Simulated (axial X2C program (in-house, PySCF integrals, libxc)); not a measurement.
**Worked dissociation energy of NaP: B97-3, 2c**

Computed with an in-house all-electron X2C program for linear molecules (integrals from PySCF). Two-component (2c) means X2C with spin–orbit coupling and atomic mean-field two-electron Coulomb and Gaunt terms. Basis: P dyall-v3z [8s7p2d1f], Na dyall-cv3z [9s8p5d2f] (cores contracted in-house); Gaussian nuclei, density fitting, unrestricted open shells. Masses: P 30.974 u, Na 22.990 u.

Molecular state: Ω = 1 (⟨Sz⟩ = 1.00, ⟨Lz⟩ = 0.00 at B97-3).

```
E(P) (2M_J = 3)  : -342.006083 hartree
E(Na) (2M_J = 1) : -162.456335 hartree
E(NaP) at Re     : -504.517353 hartree
ωe               : 286.2 cm⁻¹
ωexe             : 1.5 cm⁻¹
```

(1) Work out De and D0.

One determinant describes the state; a PBE0 search over occupations chose it and may have missed a lower one. Dissociation energies refer to the lowest single-determinant-based atoms at the same level and basis. Density functionals use the spin component along the axis (collinear). Other states lie close and PBE0, whose exact exchange favours high spin, may order them wrongly; the determinant shown need not be the ground state. The nearest other 2c determinant of the search, Ω = 2, lies 0.78 eV up at the distance of the search. With several unpaired electrons one determinant need not be a pure state. Open-shell Ω = 0 determinants with evenly filled partner blocks cannot be reached by this program, so the Ω shown need not be the lowest component. This is the Ω = 1 component of a π² triplet; the 0⁺ component is not one determinant and can lie lowest.

Each atomic determinant is the lowest at this level and need not be a pure J level. Totals compare only within one Hamiltonian and basis.

Results:

(1) De = -342.006083 + (-162.456335) − (-504.517353) = 0.05494 hartree = 1.495 eV. The zero-point energy is ωe/2 − ωexe/4 = 143 cm⁻¹ = 0.018 eV, so D0 = 1.477 eV.
